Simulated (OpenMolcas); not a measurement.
# SiH2 (SMILES [SiH2]): a chain of runs

We compute the energy (HF/pcseg-0), then a single-point energy (CASSCF(2,2)/pcseg-0), then a single-point energy (CASPT2(2,2)/pcseg-0), then a single-point energy (SC-NEVPT2(2,2)/pcseg-0), then the energy (MRCI(2,2)/pcseg-0) of SiH2. 

The results are computed with OpenMolcas 26.06.

1 further run of the same task is left out (set aside as unsound or not needed).

## (1) The molecule

SiH2 has 3 atoms, charge 0, and is taken as a singlet. As SMILES, `[SiH2]`. The coordinates come from a PBE0-D4/def2-TZVP relaxation.

Bond lengths: Si1–H2 1.525 Å, Si1–H3 1.525 Å. Angles: H2–Si1–H3 91.2°.

## (2) The energy at HF/pcseg-0 (run 1)

File step1.input:

```
&GATEWAY
  BasLib=$CurrDir
  Coord
  3
  angstrom
  Si      -0.491200       0.468600      -0.213600
  H        0.840300       0.578600       0.522500
  H       -0.349100      -1.047200      -0.308900
  Basis=pcseg-0
  Group=NoSym

&SEWARD

&SCF
  PrOrbitals=1 1
```

The basis set pcseg-0 is read from a file made from the Basis Set Exchange's data (not shown).

Command:

```sh
$ export MOLCAS_MEM=1860
$ pymolcas step1.input > step1.log
```

What it wrote:

```text
--- Start Module: gateway ---
[...]
--- Stop Module: gateway /rc=_RC_ALL_IS_WELL_ ---
--- Start Module: seward ---
[...]
      Basis functions           17
--- Stop Module: seward /rc=_RC_ALL_IS_WELL_ ---
--- Start Module: scf ---
[...]
       Convergence after   8 Iterations
[...]
::    Total SCF energy                               -289.6252236628
[...]
      Total spin, S                                     0.0000000000
[...]
      Total electronic charge=   16.000000
      Total            charge=   -0.000000
[...]
      Dipole Moment (debye):
      Origin of the operator (angstrom)=   -0.4417    0.4214   -0.1921
                   X=  3.6043E-01               Y= -3.4375E-01               Z=  1.5674E-01           Total=  5.2215E-01
      Quadrupole Moment (debye*angstrom):
[...]
--- Stop Module: scf /rc=_RC_ALL_IS_WELL_ ---
[...]
```

Wall time 1.5 s (1 thread of Arm Neoverse V1, shared host); peak memory 0.37 GiB.

## (3) A single-point energy at CASSCF(2,2)/pcseg-0 (run 2)

File step2.input:

```
* H2Si CASSCF
>>> EXPORT MOLCAS_PRINT=2
&gateway
baslib=$CurrDir
coord
3
angstrom
Si      -0.491200       0.468600      -0.213600
H        0.840300       0.578600       0.522500
H       -0.349100      -1.047200      -0.308900
basis=pcseg-0
group=NoSym
&seward
&rasscf
fileorb=$CurrDir/step1.ScfOrb
spin=1
nactel=2 0 0
inactive=7
ras2=2
orblisting=Nothing
orbappear=Compact
```

The basis set pcseg-0 is read from a file made from the Basis Set Exchange's data (not shown).

Command:

```sh
$ export MOLCAS_MEM=1860
$ pymolcas step2.input > step2.log
```

What it wrote:

```text
--- Start Module: gateway ---
[...]
--- Stop Module: gateway /rc=_RC_ALL_IS_WELL_ ---
--- Start Module: seward ---
[...]
      Basis functions           17
--- Stop Module: seward /rc=_RC_ALL_IS_WELL_ ---
--- Start Module: rasscf ---
[...]
      Number of active orbitals                  2
[...]
      Spin quantum number                      0.0
[...]
      Active orbitals                            2
[...]
      Number of CSFs                             3
[...]
      Number of root(s) required                 1
[...]
      Convergence after 12 iterations
[...]
      printout of CI-coefficients larger than  0.05 for root  1
      energy=    -289.636225
      conf/sym  11     Coeff  Weight
             1  20   0.98863 0.97738
             3  02  -0.15038 0.02262
      Natural orbitals and occupation numbers for root  1
      sym 1:   1.954770   0.045230
      ************************************************************************************************************************
      *                                                    Final results                                                     *
[...]
::    RASSCF root number  1 Total energy:   -289.63622536
[...]
      Total electronic charge=   16.000000
      Total            charge=   -0.000000
[...]
      Dipole Moment (debye):
      Origin of the operator (angstrom)=   -0.4417    0.4214   -0.1921
                   X=  2.1046E-01               Y= -2.0069E-01               Z=  9.1528E-02           Total=  3.0487E-01
      Quadrupole Moment (debye*angstrom):
[...]
--- Stop Module: rasscf /rc=_RC_ALL_IS_WELL_ ---
[...]
```

Run time: 1.7 s. Hardware: 1 thread of Arm Neoverse V1, shared host; peak memory 0.37 GiB.

## (4) A single-point energy at CASPT2(2,2)/pcseg-0 (run 3)

File step3.input:

```
* H2Si CASPT2
>>> EXPORT MOLCAS_PRINT=2

&GATEWAY
  BasLib=$CurrDir
  Coord
  3
  angstrom
  Si      -0.491200       0.468600      -0.213600
  H        0.840300       0.578600       0.522500
  H       -0.349100      -1.047200      -0.308900
  Basis=pcseg-0
  Group=NoSym

&SEWARD

&RASSCF
  FileOrb=$CurrDir/step2.RasOrb
  Spin=1
  Nactel=2 0 0
  Inactive=7
  Ras2=2
  OrbListing=Nothing
  OrbAppear=Compact

&CASPT2
  Imaginary=0.1
  Frozen=5
```

The basis set pcseg-0 is read from a file made from the Basis Set Exchange's data (not shown).

Command:

```sh
$ export MOLCAS_MEM=1860
$ pymolcas step3.input > step3.log
```

What it wrote:

```text
--- Start Module: gateway ---
[...]
--- Stop Module: gateway /rc=_RC_ALL_IS_WELL_ ---
[...]
      Basis functions           17
[...]
--- Start Module: rasscf ---
[...]
      Number of active orbitals                  2
[...]
      Spin quantum number                      0.0
[...]
      Active orbitals                            2
[...]
      Number of CSFs                             3
[...]
      Number of root(s) required                 1
[...]
      Convergence after  4 iterations
[...]
      printout of CI-coefficients larger than  0.05 for root  1
      energy=    -289.636225
      conf/sym  11     Coeff  Weight
             1  20   0.98863 0.97738
             3  02  -0.15038 0.02262
      Natural orbitals and occupation numbers for root  1
      sym 1:   1.954770   0.045230
      ************************************************************************************************************************
      *                                                    Final results                                                     *
[...]
::    RASSCF root number  1 Total energy:   -289.63622536
[...]
      Total electronic charge=   16.000000
      Total            charge=   -0.000000
[...]
      Dipole Moment (debye):
      Origin of the operator (angstrom)=   -0.4417    0.4214   -0.1921
                   X=  2.1047E-01               Y= -2.0070E-01               Z=  9.1532E-02           Total=  3.0488E-01
      Quadrupole Moment (debye*angstrom):
[...]
--- Stop Module: rasscf /rc=_RC_ALL_IS_WELL_ ---
--- Start Module: caspt2 ---
[...]
      E2 (Variational):          -0.0389411447
      Total energy:            -289.6751665087
[...]
      Reference weight:           0.97967
[...]
::    CASPT2 Root  1     Total energy:   -289.67516651
[...]
--- Stop Module: caspt2 /rc=_RC_ALL_IS_WELL_ ---
[...]
```

Run time: 1.6 s. Hardware: 1 thread of Arm Neoverse V1, shared host; peak memory 0.37 GiB.

## (5) The energy at SC-NEVPT2(2,2)/pcseg-0 (run 4)

File step4.inp:

```
* H2Si NEVPT2
&GATEWAY
BasLib
$CurrDir
Coord
3
angstrom
Si      -0.491200       0.468600      -0.213600
H        0.840300       0.578600       0.522500
H       -0.349100      -1.047200      -0.308900
Basis
pcseg-0
Group
NoSym
&SEWARD
&RASSCF
FileOrb
$CurrDir/step2.RasOrb
Spin
1
Nactel
2 0 0
Inactive
7
Ras2
2
OrbListing
Nothing
OrbAppear
Compact
&CASPT2
SC-NEVPT2
Frozen
5
```

The basis set pcseg-0 is read from a file made from the Basis Set Exchange's data (not shown).

Command:

```sh
$ export MOLCAS_MEM=1860
$ pymolcas step4.inp > step4.log
```

What it wrote:

```text
--- Start Module: gateway ---
[...]
--- Stop Module: gateway /rc=_RC_ALL_IS_WELL_ ---
[...]
      Basis functions           17
[...]
--- Start Module: rasscf ---
[...]
      Number of active orbitals                  2
[...]
      Spin quantum number                      0.0
[...]
      Active orbitals                            2
[...]
      Number of CSFs                             3
[...]
      Number of root(s) required                 1
[...]
      Convergence after  4 iterations
[...]
      printout of CI-coefficients larger than  0.05 for root  1
      energy=    -289.636225
      conf/sym  11     Coeff  Weight
             1  20   0.98863 0.97738
             3  02  -0.15038 0.02262
      Natural orbitals and occupation numbers for root  1
      sym 1:   1.954770   0.045230
      ************************************************************************************************************************
      *                                                    Final results                                                     *
[...]
::    RASSCF root number  1 Total energy:   -289.63622536
[...]
      Total electronic charge=   16.000000
      Total            charge=   -0.000000
[...]
      Dipole Moment (debye):
      Origin of the operator (angstrom)=   -0.4417    0.4214   -0.1921
                   X=  2.1047E-01               Y= -2.0070E-01               Z=  9.1532E-02           Total=  3.0488E-01
      Quadrupole Moment (debye*angstrom):
[...]
--- Stop Module: rasscf /rc=_RC_ALL_IS_WELL_ ---
--- Start Module: caspt2 ---
[...]
      E2 (Variational):          -0.0372183024
[...]
      E2 (Variational):          -0.0372181049
      Total energy:            -289.6734434689
[...]
      Reference weight:           0.98189
[...]
::    SC-NEVPT2 Root  1     Total energy:   -289.67344347
[...]
--- Stop Module: caspt2 /rc=_RC_ALL_IS_WELL_ ---
[...]
```

Wall time 1.6 s (1 thread of Arm Neoverse V1, shared host); peak memory 0.37 GiB.

## (6) The energy at MRCI(2,2)/pcseg-0 (run 5)

File step5.input:

```
&GATEWAY
BasLib=$CurrDir
Coord
3
angstrom
Si      -0.491200       0.468600      -0.213600
H        0.840300       0.578600       0.522500
H       -0.349100      -1.047200      -0.308900
Basis=pcseg-0
Group=NoSym
&SEWARD
&RASSCF
FileOrb=$CurrDir/step2.RasOrb
Spin=1
Nactel=2 0 0
Inactive=7
Ras2=2
OrbListing=Nothing
OrbAppear=Compact
&MOTRA
LumOrb
Frozen=5
&GUGA
Electrons=6
Spin=1
Inactive=2
Active=2
CIAll=1
&MRCI
SDCI
```

The basis set pcseg-0 is read from a file made from the Basis Set Exchange's data (not shown).

Command:

```sh
$ export MOLCAS_MEM=1860
$ pymolcas step5.input > step5.log
```

What it wrote:

```text
--- Start Module: gateway ---
[...]
--- Stop Module: gateway /rc=_RC_ALL_IS_WELL_ ---
[...]
      Basis functions           17
[...]
      Number of active orbitals                  2
[...]
      Spin quantum number                      0.0
[...]
      Active orbitals                            2
[...]
      Number of CSFs                             3
[...]
      Number of root(s) required                 1
[...]
      Convergence after  4 iterations
[...]
      printout of CI-coefficients larger than  0.05 for root  1
      energy=    -289.636225
      conf/sym  11     Coeff  Weight
             1  20   0.98863 0.97738
             3  02  -0.15038 0.02262
      Natural orbitals and occupation numbers for root  1
      sym 1:   1.954770   0.045230
      ************************************************************************************************************************
      *                                                    Final results                                                     *
[...]
::    RASSCF root number  1 Total energy:   -289.63622536
[...]
      Dipole Moment (debye):
      Origin of the operator (angstrom)=   -0.4417    0.4214   -0.1921
                   X=  2.1047E-01               Y= -2.0070E-01               Z=  9.1532E-02           Total=  3.0488E-01
      Quadrupole Moment (debye*angstrom):
[...]
--- Start Module: guga ---
[...]
--- Stop Module: guga /rc=_RC_ALL_IS_WELL_ ---
[...]
       (But an ACPF correction will be computed)
       USE THE DEFAULT ACPF G-VALUE GFAC=  0.33333333333333331
[...]
                      CI ENERGY:  -289.68942307
[...]
                ACPF CORRECTION:    -0.00150462
[...]
      Total electronic charge=   16.000000
      Total            charge=   -0.000000
[...]
     ACPF CORRECTION:     -0.00150462
[...]
  CI State   1     Total energy:   -289.68942307     QDav:     -0.00228931     QACPF:     -0.00150462
[...]
```

Run time: 1.7 s. Hardware: 1 thread of Arm Neoverse V1, shared host; peak memory 0.37 GiB.

## (7) What came out

| quantity | value |
| --- | --- |
| run 1, HF/pcseg-0: total energy | -289.62522 Eh |
| run 1, HF/pcseg-0: dipole moment | 0.52 D |
| run 1, HF/pcseg-0: HOMO energy | -9.24 eV |
| run 1, HF/pcseg-0: LUMO energy | 0.10 eV |
| run 1, HF/pcseg-0: HOMO–LUMO gap | 9.34 eV |
| run 2, CASSCF(2,2)/pcseg-0: total energy | -289.63623 Eh |
| run 2, CASSCF(2,2)/pcseg-0: dipole moment (CASSCF density) | 0.30 D |
| run 3, CASPT2(2,2)/pcseg-0: total energy | -289.67517 Eh |
| run 3, CASPT2(2,2)/pcseg-0: dipole moment (CASSCF density) | 0.30 D |
| run 4, SC-NEVPT2(2,2)/pcseg-0: total energy | -289.67344 Eh |
| run 4, SC-NEVPT2(2,2)/pcseg-0: dipole moment (CASSCF density) | 0.30 D |
| run 5, MRCI(2,2)/pcseg-0: total energy | -289.68942 Eh |
| run 5, MRCI(2,2)/pcseg-0: dipole moment (CASSCF density) | 0.30 D |

**Reading.** Mulliken charges (run 2, CASSCF(2,2)/pcseg-0) run from -0.20 on H2 to +0.40 on Si1; they depend strongly on the basis. Mulliken charges (run 3, CASPT2(2,2)/pcseg-0) of the CASSCF density run from -0.20 on H2 to +0.40 on Si1; they depend strongly on the basis. Mulliken charges (run 4, SC-NEVPT2(2,2)/pcseg-0) of the CASSCF density run from -0.20 on H2 to +0.40 on Si1.
